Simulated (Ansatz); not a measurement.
Crystal: AsO₃, ReO3 type, 4 atoms in the cell.

Level of theory: PBE, plane waves, PAW datasets (generated soft set 1) (Ansatz).

Cutoff 420 eV; k-mesh 30×30×30 Γ-centred; Fermi–Dirac smearing of 0.0612 eV; no spin polarisation.

```csv
V (Å³/atom),a (Å),E − E(min) (meV/atom),P (GPa)
11.125,3.5437,22.46,10.76
11.362,3.5687,9.61,6.72
11.599,3.5933,2.36,3.17
11.835,3.6175,0.00,0.08
12.072,3.6415,1.94,-2.65
12.309,3.6652,7.67,-5.05
12.546,3.6885,16.70,-7.14
```

Question: Fit a third-order Birch–Murnaghan equation of state to the energies.

Answer: V₀ = 11.842 Å³/atom (a₀ = 3.618 Å), B₀ = 145 GPa, B₀′ = 5.53.

The published all-electron PBE values for this crystal (mean of FLEUR and WIEN2k, k-spacing 0.06 Å⁻¹; Bosoni et al., Nat. Rev. Phys. 6, 45 (2024)) are V₀ = 11.830 Å³/atom, B₀ = 146.0 GPa, B₀′ = 5.61.

The stress includes the program's correction for the finite plane-wave basis.

This cubic structure is a model: it isn't the usual form of the substance at ambient conditions, and such phases are metastable or hypothetical.
